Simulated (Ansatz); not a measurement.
Molecule: methanedithione, CS2, net charge 0, singlet state. SMILES: S=C=S
Geometry: optimised at B3LYP-D3(BJ)/def2-TZVP (Ansatz, a first-principles code).

Wanted: atomisation energy, in kcal/mol. Set-up: valence correlation only; UHF or UKS for open shells; non-relativistic; spin-orbit terms left out; atomisation electronic, to ground-state atoms; six Cartesian d functions in 6-31G* and its kin unless marked 5d; LANL2DZ with its own core potentials from Na on; 6-311+G** with 5d, 6d on Na to Ar in Ansatz. Ab initio and DFT rows: single points at B3LYP-D3(BJ) geometries (Ansatz).

```json
[
 {"level": "MP2/STO-3G", "program": "Ansatz", "atomisation energy (kcal/mol)": "266.5"},
 {"level": "MP2/3-21G", "program": "Ansatz", "atomisation energy (kcal/mol)": "207.1"},
 {"level": "MP2/LANL2DZ", "program": "Ansatz", "atomisation energy (kcal/mol)": "200.9"},
 {"level": "MP2/6-31G*", "program": "Ansatz", "atomisation energy (kcal/mol)": "266.6"},
 {"level": "MP2/6-311+G**", "program": "Ansatz", "atomisation energy (kcal/mol)": "268.9"}
]
```

No value to compare with is used here. The 5 habitual levels span 200.9 (MP2/LANL2DZ) to 268.9 kcal/mol (MP2/6-311+G**).

The sets are all those run for this method; runs whose electronic state is in doubt are left out.
